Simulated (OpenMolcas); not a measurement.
# CHP (methylidynephosphane): the vertical energy of the triplet above the singlet from total energies

CHP: 3 atoms, total charge 0, spin state singlet. As SMILES, `C#P`. Geometry: relaxed at GFN2-xTB.

```xyz
3

C    -0.1371    0.0598   -0.0664
P     1.1492   -0.5127    0.5742
H    -1.0121    0.4528   -0.5078
```

Both states at this one shape; open shells run unrestricted unless said. 1 Eh = 27.2114 eV.

```tsv
level	program	singlet CHP (Eh)	triplet CHP (Eh)
HF/STO-3G	OpenMolcas	-374.791267	-374.695402
CCSD(T)/STO-3G, open shells restricted, 6 core orbitals frozen	OpenMolcas	-374.960143	-374.814014
```

Question: Work out the vertical gap, second state less first, at each level.

Answer: 
1. HF/STO-3G: -374.695402 − (-374.791267) = 0.095865 Eh = 2.61 eV.
2. CCSD(T)/STO-3G, open shells restricted: -374.814014 − (-374.960143) = 0.146129 Eh = 3.98 eV.

No measured value is set beside it here; the levels span 2.61 to 3.98 eV. Hartree–Fock favours the state with fewer electron pairs, since it lacks pair correlation. Minimal sets are far from the basis-set limit. The second state is spin-contaminated at HF/STO-3G (⟨S²⟩ = 2.38).
